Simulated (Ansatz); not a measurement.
# C5H8: basis-set convergence

One table from this session's results is given with a row withheld; the runs are named, their logs left out.

Program: Ansatz 0.2.0, Gaussian basis. Level of theory: one geometry, several basis sets. These are calculated values, not measurements.

Plan: PBE0-D4/def2-SVP; ωB97M-V/def2-SVP; PBE0-D4/def2-QZVPP; ωB97M-V/def2-QZVPP; the functionals' def2-TZVPP values are taken from earlier runs.

**The relaxed structure**

The geometry comes from an earlier relaxation with PBE0-D4 in a triple-zeta def2 set; it is a stationary point, not always the lowest conformer.

SMILES `C=CC1CC1`, 13 atoms, charge 0, spin multiplicity 1.

Atoms are counted from 1 here; the program's logs count them from 0.

Bond lengths: C1–C2 1.327 Å, C1–H6 1.083 Å, C1–H7 1.085 Å, C2–C3 1.466 Å, C2–H8 1.090 Å, C3–C4 1.507 Å, C3–C5 1.507 Å, C3–H9 1.085 Å, C4–C5 1.490 Å, C4–H10 1.083 Å, C4–H11 1.083 Å, C5–H12 1.083 Å, C5–H13 1.083 Å. Angles: C2–C1–H6 121.5°, C2–C1–H7 121.4°, H6–C1–H7 117.1°, C1–C2–C3 125.2°, C1–C2–H8 119.2°, C3–C2–H8 115.6°, C2–C3–C4 119.4°, C2–C3–C5 119.4°, C2–C3–H9 115.1°, C4–C3–C5 59.3°, C4–C3–H9 116.2°, C5–C3–H9 116.2°, C3–C4–C5 60.4°, C3–C4–H10 117.2°, C3–C4–H11 117.6°, C5–C4–H10 118.1°, C5–C4–H11 118.6°, H10–C4–H11 114.5° and more.

Coordinates:

```xyz
13
charge 0, multiplicity 1
C    -1.9668   -1.1219   -0.0286
C    -1.0854   -0.1297   -0.0006
C     0.3721   -0.2921   -0.0084
C     1.2253    0.7207   -0.7274
C     1.2290    0.6787    0.7620
H    -3.0330   -0.9313   -0.0210
H    -1.6503   -2.1596   -0.0603
H    -1.4444    0.8986    0.0308
H     0.7207   -1.3190   -0.0383
H     0.7141    1.5424   -1.2141
H     2.0960    0.3562   -1.2575
H     0.7204    1.4718    1.2968
H     2.1024    0.2852    1.2665
```

The first run:

The input, in.yaml:

```yaml
crystal:
  periodic: [false, false, false]
  atoms:
    - {symbol: C, position_ang: [-1.966819, -1.121858, -0.028587]}
    - {symbol: C, position_ang: [-1.085381, -0.129745, -0.000610]}
    - {symbol: C, position_ang: [0.372069, -0.292077, -0.008436]}
    - {symbol: C, position_ang: [1.225293, 0.720674, -0.727350]}
    - {symbol: C, position_ang: [1.229007, 0.678712, 0.762047]}
    - {symbol: H, position_ang: [-3.032986, -0.931291, -0.020952]}
    - {symbol: H, position_ang: [-1.650297, -2.159565, -0.060286]}
    - {symbol: H, position_ang: [-1.444433, 0.898589, 0.030759]}
    - {symbol: H, position_ang: [0.720689, -1.319023, -0.038252]}
    - {symbol: H, position_ang: [0.714058, 1.542431, -1.214089]}
    - {symbol: H, position_ang: [2.096030, 0.356186, -1.257544]}
    - {symbol: H, position_ang: [0.720399, 1.471779, 1.296772]}
    - {symbol: H, position_ang: [2.102384, 0.285180, 1.266518]}
basis:
  gaussian: {orbitals: def2-SVP}
hamiltonian: {xc: pbe0, dispersion: d4}
output: {orbitals: {seedname: orbitals}}
```

The run is started by

```bash
$ ansatz run in.yaml --threads 4 --pin off --events-out ev --progress --plain --max-ram 10444MiB
```

Among the steps run: PBE0-D4 in def2-SVP; ωB97M-V in def2-SVP; PBE0-D4 in def2-QZVPP; ωB97M-V in def2-QZVPP.

One of the session's tables, all rows but one given; the rest of the session is left out.

It belongs to the step «Functionals by basis». 

```
functional       basis  HOMO (eV)  LUMO (eV)
   PBE0-D4    def2-SVP      -6.83       0.64
   PBE0-D4  def2-TZVPP      -6.86       0.43
   PBE0-D4  def2-QZVPP      -6.88       0.34
   ωB97M-V    def2-SVP      -9.02       2.83
   ωB97M-V  def2-TZVPP      -9.05       2.49
   ωB97M-V  def2-QZVPP          ?          ?
```

Estimate the missing values for ωB97M-V, def2-QZVPP.

The run gave: HOMO (eV): -9.06; LUMO (eV): 2.13. In the column «HOMO (eV)» it is the lowest.
